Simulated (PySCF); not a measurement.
## Working out the electron affinity of Cl

Cl⁻ [Ar] (1S) → Cl [Ne] 3s2 3p5 (2P). All numbers are calculated (PySCF 2.14, the spin-free X2C one-electron Hamiltonian (Gaussian nucleus), in x2c-QZVPPall with one added diffuse shell each of s, p, d, f type (10s7p5d3f1g, 86 functions)). Frozen: 1s2. Energies in hartree (1 hartree = 27.21139 eV):

| part | Cl⁻ (lower) | Cl (upper) |
| --- | --- | --- |
| UHF | -460.989854 | -460.903435 |
| MP2 opposite-spin | -0.297019 | -0.263166 |
| MP2 same-spin | -0.111698 | -0.096478 |

Question: What does Hartree-Fock give?

Answer: (-460.903435) − (-460.989854) = 0.086419 hartree = 2.352 eV.

Question: What do MP2 and SCS-MP2 (6/5 opposite-spin, 1/3 same-spin) give?

Answer: The opposite-spin parts differ by 0.921 eV and the same-spin parts by 0.414 eV. MP2: 2.352 + (0.921) + (0.414) = 3.687 eV. SCS-MP2: 2.352 + 1.2 × (0.921) + (0.414)/3 = 3.595 eV.

A first-order spin-orbit estimate adds -0.035 eV to MP2 (valence and next inner shell), giving 3.652 eV against 3.613 eV (measured; photodetachment measurements, as compiled on the Wikipedia data page of electron affinities).

What remains against the reference includes basis incompleteness, the frozen core and correlation beyond second order.
